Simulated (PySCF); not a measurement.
CH, SMILES [CH] (connectivity only; charge and spin as stated), charge +1, multiplicity 1.

The structure is a stationary point at B3LYP-D3(BJ)/def2-TZVPD.

All values below come from PBE/def2-TZVPD (PySCF).

Gas-phase values at a fixed geometry.

Computed frontier levels, gap, dipole moment and polarisability:
```
Quantity                                                        Value
------------------------------------------------  -------------------
highest occupied level                                      -18.27 eV
lowest empty level                                          -16.12 eV
orbital gap                                                   2.15 eV
dipole moment about the centre of nuclear charge               1.40 D
mean static polarisability                        7.9 bohr³ (1.17 Å³)
polarisability, principal values                  7.5, 7.5, 8.7 bohr³
```
